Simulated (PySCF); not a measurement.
A thermochemical cycle for Si2

r²SCAN in PySCF with def2-TZVPPD on every atom, for the lowest determinant that a PBE0 search found; no spin–orbit coupling. Si2, a triplet (π ↑↑), has De = 3.40 eV to neutral atoms, and Si₂⁺, a quartet (σ ↑, π ↑↑), has De = 3.87 eV to Si⁺ + Si.

At the same level the Si atom ionises at 8.32 eV.

What is the adiabatic ionisation energy of the molecule, and does ionisation strengthen or weaken the bond?

IE = IE(Si) + De(neutral) − De(ion) = 8.32 + 3.40 − 3.87 = 7.85 eV. De changes by +0.47 eV, so ionisation strengthens the bond.

States were picked by a PBE0 search and need not be the measured ground states.
